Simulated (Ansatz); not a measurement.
Computed with Ansatz on PBE0-D4/def2-TZVP structures; ΔE is electronic, products minus reactants. CCSD(T)/CBS is the MP2 limit (def2-TZVPP, def2-QZVPP) plus CCSD(T) − MP2 in def2-TZVPP, frozen cores. Each species was taken in one conformer, which may not be the lowest.

Reaction (formal exchange of groups at a C–C bond): `CCCCC#N` + `C#CC#N` → `N#CC#CC#N` + `CCCC`

`CCCCC#N`:

Cartesian coordinates in Å:
```
C -1.812 0.969 0.551
C -0.763 0.254 -0.283
C 0.595 0.223 0.396
C 1.667 -0.496 -0.424
C 1.356 -1.901 -0.638
N 1.092 -3.009 -0.793
H -2.779 0.983 0.045
H -1.950 0.475 1.517
H -1.524 2.005 0.748
H -1.088 -0.772 -0.486
H -0.668 0.744 -1.258
H 0.944 1.245 0.578
H 0.510 -0.259 1.375
H 1.781 -0.022 -1.403
H 2.640 -0.438 0.074
```

`C#CC#N`:

Cartesian coordinates in Å:
```
C 0.702 1.054 0.224
C 0.046 0.070 0.015
C -0.701 -1.052 -0.223
N -1.331 -1.998 -0.424
H 1.284 1.927 0.409
```

`N#CC#CC#N`:

```xyz
6

N    -1.830    1.604    1.956
C    -1.153    1.011    1.232
C    -0.354    0.310    0.378
C     0.354   -0.310   -0.378
C     1.153   -1.011   -1.232
N     1.830   -1.604   -1.955
```

`CCCC`:

Cartesian coordinates in Å:
```
C 0.974 -1.618 -0.473
C -0.172 -0.740 0.000
C 0.172 0.740 0.002
C -0.974 1.618 0.472
H 1.853 -1.496 0.167
H 0.702 -2.676 -0.464
H 1.272 -1.360 -1.493
H -0.474 -1.040 1.010
H -1.049 -0.904 -0.637
H 0.476 1.039 -1.009
H 1.049 0.904 0.640
H -1.275 1.360 1.491
H -1.851 1.497 -0.170
H -0.701 2.676 0.465
```

| level | ΔE (kJ/mol) |
| --- | --- |
| CCSD(T)/def2-SVP | 11.8 |
| MP2/def2-TZVPP | 9.9 |
| CCSD/def2-TZVPP | 25.6 |
| SCS-MP2/def2-QZVPP | 15.1 |

(1) What does CCSD(T)/CBS give? (An estimate is asked.)

Largest T1 diagnostic among the species: 0.015.

Results:

(1) The calculation gave: +21.9 kJ/mol. The listed levels differ from it by -10.1, -12.0, 3.7, -6.8 kJ/mol.

From BLYP to BHLYP (50 % exact exchange), in def2-TZVPP and without D4, ΔE moves by +28.0 kJ/mol. At CCSD(T), def2-SVP lies −10.1 kJ/mol from the extrapolated value and def2-TZVPP −2.3 kJ/mol. The D4 term adds +3.1 kJ/mol with B3LYP and +1.9 kJ/mol with PBE0; it sums over pairs of atoms, weighted by their polarisabilities, and B3LYP, whose exchange is more repulsive, gets the larger term.

B3LYP here is the variant with VWN-RPA as its local correlation; programs differ in this.
